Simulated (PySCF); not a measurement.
## Ionisation energy of H by level of theory

H 1s1 (2S) → H⁺ (bare nucleus), as a difference of total energies. Calculation: PySCF 2.14, in aug-cc-pVTZ with one added diffuse shell each of s, p, d type (5s4p3d, 32 functions); the non-relativistic Hamiltonian (point nucleus). The calculations carry no spin-orbit coupling.

```tsv
method	ionisation energy (eV)	difference from reference (eV)
UHF	13.601	+0.003
LDA	13.021	-0.577
PBE	13.600	+0.002
PBE0	13.637	+0.039
r2SCAN	13.606	+0.008
r2SCANh	13.605	+0.007
M06-2X	13.557	-0.041
BP86	13.610	+0.012
BHandHLYP	13.568	-0.030
```

Reference: 13.598 eV (theoretical estimate listed by NIST; NIST Atomic Spectra Database, ionization energies).
